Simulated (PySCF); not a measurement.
All values below come from PBE-D3(BJ)/def2-TZVP // B3LYP-D3(BJ)/def2-TZVP (PySCF). Isolated molecules, 0 K electronic values unless said otherwise. 

Reference species (SMILES): `BrC(Br)(Br)Br` (neutral, multiplicity 1).

| Property | Value |
|---|---|
| dipole moment | 0.00 D |

Changed species: `C` (whole molecule; the reference has whole molecule).

Q: Predict the effect on the dipole moment.

A: the dipole moment stays essentially unchanged.
